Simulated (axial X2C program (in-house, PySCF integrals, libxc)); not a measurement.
# Worked dissociation energy of MgP⁺: HF, two-component

Calculated with an axial X2C code built on PySCF integrals. Two-component (2c) means X2C with spin–orbit coupling and atomic mean-field two-electron Coulomb and Gaunt terms. Basis: P dyall-v3z [8s7p2d1f], Mg dyall-cv3z [9s8p6d3f] (cores contracted in-house); Gaussian nuclei, density fitting, unrestricted open shells. Masses: P 30.974 u, Mg 23.985 u.

Molecular state: Ω = 1 (⟨Sz⟩ = 1.00, ⟨Lz⟩ = 0.00 at HF).

```
E(P) (2M_J = 3)   : -341.489526 hartree
E(Mg+) (2M_J = 1) : -199.657849 hartree
E(MgP⁺) at Re     : -541.166925 hartree
ωe                : 205.1 cm⁻¹
ωexe              : 2.18 cm⁻¹
```

**Question.** Work out De and D0.

**Answer.** De = -341.489526 + (-199.657849) − (-541.166925) = 0.01955 hartree = 0.532 eV. The zero-point energy is ωe/2 − ωexe/4 = 102 cm⁻¹ = 0.013 eV, so D0 = 0.519 eV.

Occupations by symmetry block were frozen at the best pattern of an incomplete PBE0 search. De is counted from the lowest determinant-based energies of the atoms at the same level, without counterpoise correction. With several unpaired electrons one determinant need not be a pure state. Open-shell Ω = 0 determinants with evenly filled partner blocks cannot be reached by this program, so the Ω shown need not be the lowest component. This is the Ω = 1 component of a π² triplet; the 0⁺ component is not one determinant and can lie lowest. The determinant is spin-polarised beyond a pure state at some levels (its spin-free form has ⟨S²⟩ too high), which makes Re and μ there less reliable.

Hartree–Fock lacks correlation and underbinds, often by eV.

Each atomic determinant is the lowest at this level and need not be a pure J level. Totals compare only within one Hamiltonian and basis.
